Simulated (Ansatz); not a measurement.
# Relative stability

Two relaxed structures of CH₂NS (charge +1), singlet (PBE0-D4/def2-TZVP; forces vanish, vibrations not checked).

A:

```tsv
atom	x (Å)	y (Å)	z (Å)
N1	0.3579	0.2156	0.1306
C2	0.0436	-0.8786	0.0142
S3	-0.4698	-2.4499	-0.0471
H4	0.6376	1.1794	0.2282
H5	0.1517	-2.6572	-1.2338
```

B:

```
atom    x (Å)    y (Å)    z (Å)
  N1   0.0265   0.5817   0.1388
  C2  -0.0297  -0.6531  -0.1558
  S3  -0.0961  -2.1115  -0.5037
  H4   0.8479   0.9762   0.5913
  H5  -0.7486   1.2067  -0.0706
```

Program: Ansatz 0.2.0. Basis: def2-TZVPP. Cores are frozen in the correlated methods. B3LYP uses VWN-RPA correlation.

Question: Which structure is lower at CCSD(T), and by how much? (To be estimated.)

Answer: By the calculation: B, by 49.3 kJ/mol (electronic energy, against the other). By their contacts, A is CH₂NS ([NH][C][SH]), total charge +1 and B is CH₂NS ([NH2][C][S]), total charge +1.

All methods give the same order:

```json
{"method": "PBE-D4", "E(B) − E(A) (kJ/mol)": "-57.9"}
{"method": "r2SCAN-D4", "E(B) − E(A) (kJ/mol)": "-59.5"}
{"method": "PBE0-D4", "E(B) − E(A) (kJ/mol)": "-55.0"}
{"method": "B3LYP-D4", "E(B) − E(A) (kJ/mol)": "-53.7"}
{"method": "wB97M-V", "E(B) − E(A) (kJ/mol)": "-49.8"}
{"method": "HF", "E(B) − E(A) (kJ/mol)": "-34.6"}
{"method": "MP2", "E(B) − E(A) (kJ/mol)": "-53.2"}
{"method": "CCSD", "E(B) − E(A) (kJ/mol)": "-44.3"}
{"method": "CCSD(T)", "E(B) − E(A) (kJ/mol)": "-49.3"}
```

The T1 diagnostic stays at or below 0.017. The restricted Hartree–Fock reference is unstable towards an unrestricted one at one or more of these structures.

Labels in which every atom is bracketed show which atoms are joined, not bond orders.

For scale, one of the runs: CCSD(T)/def2-TZVPP, 132 basis functions, launched by `ansatz run in.yaml --threads 2 --pin off --events-out ev --progress --plain --max-ram 4352MiB`. Hardware: 2 CPU threads of an Arm Neoverse V1, shared host. Wall time 7 s; peak host memory 0.63 GiB.
